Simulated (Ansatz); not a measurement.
## HB–CH, doublet in cc-pVDZ: errors against UCCSDT(Q)

Geometry: displaced at random from a stationary point.

```yaml
atoms:
  - { symbol: B, position_ang: [0.0646, 0.0237, 0.6402] }
  - { symbol: C, position_ang: [-0.1003, 0.0321, -0.6983] }
  - { symbol: H, position_ang: [-0.0237, -0.0003, 1.8160] }
  - { symbol: H, position_ang: [0.0594, -0.0556, -1.7579] }
```

Basis cc-pVDZ; Ansatz 0.2.0. Only valence electrons are correlated (noble-gas cores frozen), which leaves 9 electrons in 36 orbitals. Prefix R: restricted or restricted open-shell reference; prefix U: unrestricted. Active spaces: valence = (9e, 10o) chosen from the atoms' valence shells.

Full CI isn't at hand for all of this; UCCSDT(Q) serves as the reference, and is uncertain by about the last step of the cluster series. The frozen core follows each run's orbitals, which can shift R against U totals by a few meV.

For open shells CISD is restricted-active-space CI with the open shells as a complete middle space.

The UHF ⟨S²⟩ is 0.787 and the T1 diagnostic (RCCSD) is 0.0180. The largest doubles amplitude (RCCSD) is 0.102 and the T1 diagnostic (UCCSD) is 0.0258.

```json
{"level": "UHF", "E − E(RHF) (eV)": "-0.0804"}
{"level": "RMP2", "E − E(RHF) (eV)": "-5.0261"}
{"level": "UMP2", "E − E(RHF) (eV)": "-4.9838"}
{"level": "RCCSD", "E − E(RHF) (eV)": "-5.7766"}
{"level": "UCCSD", "E − E(RHF) (eV)": "-5.7792"}
{"level": "RCCSD(T)", "E − E(RHF) (eV)": "-5.9725"}
{"level": "UCCSD(T)", "E − E(RHF) (eV)": "-5.9713"}
```

(1) Estimate how far UCCSDT(Q) in cc-pVDZ lies from RCCSD(T). The table doesn't fix it; the size of (T) and the diagnostics are the guide.

(1) UCCSDT(Q) in cc-pVDZ lies 4.0 kJ/mol below RCCSD(T), which is 21 % of the (T) step (-18.9 kJ/mol). The diagnostics are small and one determinant leads, so the series closes fast and only a small part of (T) is left.

The other levels:

| level | E − E(UCCSDT(Q)) (kJ/mol) | share of correlation (%) | wall time |
| --- | --- | --- | --- |
| CISD | 57.2 | 90.15 | 1.3 s |
| BCCD(T) | 4.2 | 99.28 | 2.6 s |
| RCCSDT | 1.3 | 99.77 | – |
| UCCSDT | 1.3 | 99.78 | – |
| RCCSDT(Q) | 0.1 | 99.98 | 28 s |
| CASSCF (valence space) | 301.0 | 48.12 | – |
| NEVPT2 (valence space) | 72.8 | 87.46 | 8.5 s |
| MRCISD (valence space) | 14.6 | 97.48 | – |
| MRCISD+Q (valence space) | 1.2 | 99.80 | 19 s |

The correlation energy at UCCSDT(Q), counted from RHF, is -6.014 eV. That run took 27 s on 1 thread of Arm Neoverse V1, shared host.

Times hold each run's SCF and search for its determinant on a shared host, so for small cases they say little of a method's own cost; they ran on 1 thread of Arm Neoverse V1.

Natural occupations of CASSCF (valence space) about the gap: 1.981 1.978 1.976 1.935 0.984 0.065 0.027 0.023 0.020 0.011; effectively unpaired electrons, Σ n²(2−n)², 1.04.
